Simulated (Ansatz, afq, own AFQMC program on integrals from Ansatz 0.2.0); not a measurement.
# CH₂B+ (triplet): AFQMC on the coupled-cluster ladder, cc-pVDZ, part 2 of 2

Ansatz 0.2.0, Gaussian basis, and an in-house AFQMC program (afq) on its integrals; all values are calculated; cc-pVDZ, frozen cores.

**9. CCSDT(Q) on UHF**

in.yaml

```yaml
crystal:
  periodic: [false, false, false]
  atoms:
    - {symbol: B, position_ang: [0.000000, -0.104832, 0.802428]}
    - {symbol: C, position_ang: [0.000000, -0.044574, -0.723222]}
    - {symbol: H, position_ang: [0.000000, 0.894880, 1.472485]}
    - {symbol: H, position_ang: [0.000000, 0.760676, -1.461216]}
basis:
  gaussian: {orbitals: cc-pVDZ}
total_charge: 1
magnetization: {spin_polarized: true, initial_magnetization: 2}
correlation: {method: ccsdt_q, electrons: outside_noble_gas}
```

On the command line:

```bash
$ ansatz run in.yaml --threads 1 --pin off --events-out ev --progress --plain --max-ram 1382MiB
```

The log of the run, shortened:

```text
Functional definition: HF
  name "HF"
  cite "Fock, Z. Phys. 61, 126 (1930) doi:10.1007/BF01340294"
  parent pbe
[...]
695 factors; integrals over basis functions are off by at most 2.4e-7 eV
[...]
mean field -1721.31525198 eV, -63.2571687609 hartree, gradient 1.7e-6 eV, S^2 2.039453; 1 other end points of the search recorded, 0 dependent functions left out
determinant -1721.31525198 eV, -63.2571687609 hartree, with singles and doubles -1725.92312289 eV, -63.4265048935 hartree
determinant -1719.09779791 eV, -63.1756788269 hartree, with singles and doubles -1723.17682225 eV, -63.3255802063 hartree
2 core orbitals not correlated: weight in the atoms' cores, before any rotation towards them, 1.000 or more for the frozen orbitals, at most 0.000 for the correlated occupied ones
reference -1721.31525198 eV, -63.2571687609 hartree; 5, 3 occupied and 31, 33 virtual orbitals, 695 factors
second order -3.73037235 eV of doubles, -0.00000000 eV of singles
cycle   1  -4.31115227 eV  change   -5.8e-1 eV  update   7.3e-2
[...]
cycle  21  -4.78490749 eV  change   -1.2e-7 eV  update   3.3e-7
perturbative correction -0.00831213 eV, -0.0003054651 hartree
Total energy: -1726.10847159 eV, -63.4333163327 hartree
```

Wall time 36 s (1 thread of AMD EPYC (Zen 3), shared host).

From the report: ⟨S²⟩ of the determinant 2.039 (pure triplet: 2.00); correlation -4.7932 eV; T1 0.038; largest double amplitude 0.07.

**10. Phaseless AFQMC, CISD trial on UHF**

It reads the integrals that the CCSD(T) run on this determinant wrote.

On the command line:

```bash
$ afq ham --method phaseless --trial cisd --walkers 60 --populations 1 --least-time 40 --time-step 0.005 --steps-per-block 50 --equilibration-blocks 28 --max-blocks 300 --target-error 0.00034 --factor-cut 1e-05 --start spin_pure --seed 8027 --release-times 0.24,0.51,0.99,1.62,2.4 --release-step 0.03 --release-every 4 --taylor-order 6
```

The log of the run:

```text
orbitals 36  electrons 5 3  factors 278 of 352
reference energy -63.25716832 Eh
CCSD correlation -0.16949965 Eh in 13 cycles, weight of the determinant in the CISD state 0.8964
energy of the start -63.425978 Eh
 block  time / (1/Eh)  mean weight  energy / Eh
     1     0.250  0.9996  -63.425044
     2     0.500  1.0006  -63.426424
     3     0.750  1.0012  -63.430044
     4     1.000  0.9990  -63.431571
     5     1.250  0.9995  -63.430199
     6     1.500  0.9997  -63.428725
     7     1.750  0.9997  -63.434341
     8     2.000  1.0000  -63.434150
     9     2.250  0.9994  -63.433339
    10     2.500  0.9998  -63.432236
    17     4.250  0.9996  -63.429851
    25     6.250  0.9984  -63.431000
    33     8.250  1.0006  -63.427480
    41    10.250  1.0010  -63.428914
    49    12.250  0.9997  -63.430687
    57    14.250  1.0034  -63.430943
    65    16.250  1.0004  -63.434737
    73    18.250  0.9993  -63.434659
    81    20.250  0.9996  -63.436228
    89    22.250  0.9999  -63.437742
    97    24.250  0.9994  -63.434670
   105    26.250  0.9996  -63.435079
   113    28.250  1.0000  -63.430236
   121    30.250  1.0000  -63.436478
   129    32.250  0.9994  -63.431223
   137    34.250  0.9984  -63.429228
   145    36.250  1.0004  -63.426541
   153    38.250  1.0018  -63.437690
   161    40.250  0.9995  -63.433989
   169    42.250  1.0003  -63.436139
   177    44.250  1.0006  -63.437472
   185    46.250  0.9996  -63.431998
   193    48.250  1.0014  -63.434132
   201    50.250  1.0012  -63.431223
   209    52.250  0.9992  -63.430821
   217    54.250  0.9995  -63.427098
   225    56.250  1.0010  -63.430094
   233    58.250  0.9999  -63.433708
   241    60.250  0.9998  -63.428411
   249    62.250  1.0002  -63.432900
   257    64.250  0.9990  -63.430205
   265    66.250  0.9996  -63.427270
   273    68.250  0.9990  -63.429466
   281    70.250  0.9992  -63.436577
   289    72.250  1.0005  -63.429595
   297    74.250  1.0012  -63.427550
   305    76.250  1.0001  -63.428903
   313    78.250  1.0011  -63.431469
   321    80.250  1.0020  -63.436612
blocks merged  error / Eh  count
     1  0.000207  300
     2  0.000250  150
     4  0.000304  75
     8  0.000384  37
    16  0.000385  18
    32  0.000347  9
released: time / (1/Eh)  energy / Eh  error  mean overlap
  0.24  -63.432373  0.000328  0.9953
  0.51  -63.433164  0.000287  0.9915
  0.99  -63.433174  0.000397  0.9924
  1.62  -63.433192  0.000380  0.9885
  2.40  -63.433341  0.000699  0.9607
energy -63.432289 +/- 0.000385 Eh
```

It took 14 min on 1 thread of AMD EPYC (Zen 3), shared host.

Energy -1726.0805 ± 0.0105 eV. Caveats: constraint bias not in the error.

**11. Phaseless AFQMC, single-determinant trial on UHF**

It reads the integrals that the CCSD(T) run on this determinant wrote.

On the command line:

```bash
$ afq ham --method phaseless --trial hf --walkers 120 --populations 1 --least-time 40 --time-step 0.005 --steps-per-block 20 --equilibration-blocks 112 --max-blocks 600 --target-error 0.00102 --factor-cut 1e-05 --start spin_pure --seed 569 --taylor-order 6
```

The log of the run:

```text
orbitals 36  electrons 5 3  factors 278 of 352
reference energy -63.25716832 Eh
CCSD correlation -0.16949965 Eh in 13 cycles, weight of the determinant in the CISD state 0.8964
energy of the start -63.257927 Eh
 block  time / (1/Eh)  mean weight  energy / Eh
     1     0.100  1.0006  -63.290962
     2     0.200  1.0015  -63.319455
     3     0.300  1.0010  -63.340172
     4     0.400  1.0010  -63.360326
     5     0.500  1.0028  -63.369677
     6     0.600  1.0007  -63.378549
     7     0.700  1.0009  -63.398582
     8     0.800  0.9990  -63.402955
     9     0.900  1.0011  -63.402885
    10     1.000  1.0005  -63.404168
    18     1.800  1.0008  -63.422365
    35     3.500  0.9998  -63.414264
    52     5.200  1.0004  -63.428889
    69     6.900  0.9998  -63.410966
    86     8.600  0.9989  -63.401783
   103    10.300  1.0015  -63.408626
   120    12.000  0.9992  -63.435490
   137    13.700  1.0005  -63.441474
   154    15.400  1.0014  -63.435088
   171    17.100  0.9998  -63.429071
   188    18.800  1.0004  -63.447103
   205    20.500  0.9988  -63.422328
   222    22.200  0.9985  -63.427577
   239    23.900  0.9996  -63.420449
   256    25.600  0.9984  -63.442840
   273    27.300  0.9997  -63.446177
   290    29.000  0.9987  -63.451667
   307    30.700  0.9997  -63.411682
   324    32.400  0.9998  -63.451489
   341    34.100  0.9987  -63.444805
   358    35.800  0.9992  -63.444864
   375    37.500  0.9990  -63.451796
   392    39.200  1.0000  -63.424117
   409    40.900  1.0007  -63.444690
   426    42.600  0.9992  -63.420596
   443    44.300  0.9998  -63.427489
   460    46.000  1.0021  -63.435128
   477    47.700  0.9994  -63.446876
   494    49.400  1.0014  -63.428222
   511    51.100  0.9984  -63.437776
   528    52.800  1.0000  -63.430779
   545    54.500  0.9986  -63.455682
   562    56.200  1.0021  -63.439373
   579    57.900  1.0001  -63.425944
   596    59.600  1.0008  -63.440478
   613    61.300  0.9983  -63.464651
   630    63.000  0.9994  -63.405715
   647    64.700  1.0012  -63.418755
   664    66.400  1.0019  -63.419496
   681    68.100  1.0009  -63.438024
   698    69.800  1.0011  -63.433464
blocks merged  error / Eh  count
     1  0.000641  600
     2  0.000850  300
     4  0.001086  150
     8  0.001351  75
    16  0.001413  37
    32  0.001646  18
    64  0.001495  9
energy -63.436022 +/- 0.001646 Eh
```

It took 8.2 min on 1 thread of AMD EPYC (Zen 3), shared host.

Energy -1726.1821 ± 0.0448 eV. Caveats: constraint bias not in the error; error above the target.

**12. Free-projection AFQMC, CISD trial on UHF**

It reads the integrals that the CCSD(T) run on this determinant wrote.

On the command line:

```bash
$ afq ham --method free --trial cisd --walkers 60 --time-step 0.03 --max-blocks 80 --target-error 0.00034 --factor-cut 1e-05 --seed 3060 --times 0,0.3,0.6,1.2,1.8,2.4,3.6,4.8,6 --taylor-order 8
```

The log of the run:

```text
orbitals 36  electrons 5 3  factors 278 of 352
reference energy -63.25716832 Eh
CCSD correlation -0.16949965 Eh in 13 cycles, weight of the determinant in the CISD state 0.8964
repeat  energy at the last time / Eh  error
    10  -63.434345  0.003411
    20  -63.434691  0.002470
    30  -63.434488  0.001905
    40  -63.434619  0.001473
    50  -63.434497  0.001202
    60  -63.433955  0.001017
    70  -63.433531  0.000902
    80  -63.432840  0.000928
time / (1/Eh)  energy / Eh  error  mean overlap
  0.00  -63.426704  0.000105  1.1153
  0.30  -63.430016  0.000134  1.1148
  0.60  -63.431368  0.000139  1.1152
  1.20  -63.432624  0.000207  1.1173
  1.80  -63.432657  0.000241  1.1208
  2.40  -63.432759  0.000272  1.1051
  3.60  -63.433440  0.000411  1.1270
  4.80  -63.432700  0.000519  1.1471
  6.00  -63.432840  0.000928  1.1870
energy -63.432840 +/- 0.000928 Eh
```

Wall time 9.3 min (1 thread of AMD EPYC (Zen 3), shared host).

Energy -1726.0955 ± 0.0252 eV. Caveats: remainder of the start not in the error; error above the target.

**13. AFQMC on the ladder**

On the UHF determinant, counted from CCSDT(Q) (a yardstick, not exact):

```
                                                             level  energy (eV)  from CCSDT(Q) (kJ/mol)  statistical error (kJ/mol)     time
                                                                HF   -1721.3152                  +462.5                                     
                                                               MP2   -1725.0456                  +102.6                                     
                                                              CCSD   -1725.9276                   +17.5                                     
                                                           CCSD(T)   -1726.0639                    +4.3                                     
                                                          CCSDT(Q)   -1726.1085                     0.0                                     
               Phaseless AFQMC, CISD trial, step 0.005, 60 walkers   -1726.0805                    +2.7                         1.0   14 min
Phaseless AFQMC, single-determinant trial, step 0.005, 120 walkers   -1726.1821                    -7.1                         4.3  8.2 min
          Free-projection AFQMC, CISD trial, step 0.03, 60 walkers   -1726.0955                    +1.2                         2.4  9.3 min
```

The functionals' totals stand on their own zeros and serve differences with other points: PBE -1728.592 eV; r2SCAN -1730.216 eV; PBE0 -1728.923 eV; B3LYP -1731.425 eV; wB97M-V -1730.370 eV; B2PLYP -1729.261 eV.

**14. What came out**

This closing draws on all 2 parts.

| quantity | value |
| --- | --- |
| CCSD(T) on UHF from CCSDT(Q) | +4.3 kJ/mol |
| Phaseless AFQMC, CISD trial on UHF from CCSDT(Q) | +2.7 ± 1.0 kJ/mol |
| Phaseless AFQMC, single-determinant trial on UHF from CCSDT(Q) | -7.1 ± 4.3 kJ/mol |
| Free-projection AFQMC, CISD trial on UHF from CCSDT(Q) | +1.2 ± 2.4 kJ/mol |

In words: On UHF the phaseless walk with the CISD trial lies +2.7 kJ/mol from CCSDT(Q), within three error bars. Free projection has no constraint; at the last time it gives +1.2 ± 2.4 kJ/mol, and from a start that isn't spin pure other spins can mix in. Error bars are statistical and leave out the constraint, the time step and what remains of the start.
